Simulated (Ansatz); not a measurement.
This geometry of CH₄BN (7 atoms, charge 0, multiplicity 1) is a first-order saddle point.

The calculation used RKS PBE0-D4/def2-SVP in Ansatz.

```xyz
7
Properties=species:S:1:pos:R:3
B -0.804 0.289 -0.733
C 0.425 0.066 0.209
N 0.401 -0.929 1.006
H -0.831 -0.223 -1.828
H -1.725 0.989 -0.383
H 1.279 0.781 0.157
H 1.255 -0.973 1.572
```

(1) Which two structures does it join? (They come from a converged band through this point; their orientation in space is the band's.)

(2) How far does it lie above each of them?

## Answers

(1) No bond is made or broken. The dihedral H4–B1–C2–N3 goes from 0 to -180°. The two ends are copies of one structure, up to a mirror image or an exchange of like atoms.

Image 0:

```xyz
7
Properties=species:S:1:pos:R:3
B -0.898 0.362 -0.601
C 0.347 0.076 0.313
N 0.863 -1.098 0.298
H -1.332 -0.528 -1.287
H -1.411 1.457 -0.616
H 0.764 0.879 0.954
H 1.667 -1.148 0.938
```

Image 10:

```xyz
7
Properties=species:S:1:pos:R:3
B -0.897 0.362 -0.602
C 0.347 0.077 0.313
N 0.859 -1.098 0.303
H -1.408 1.458 -0.625
H -1.332 -0.533 -1.282
H 0.768 0.882 0.950
H 1.663 -1.148 0.943
```

(2) 0.047 eV above the first and 0.047 eV above the second. This is the barrier of this one path; another mechanism may lie lower.

The run took 100 s on 1 thread of Intel(R) Xeon(R) Processor @ 2.70GHz (shared host), peak memory 0.12 GiB.
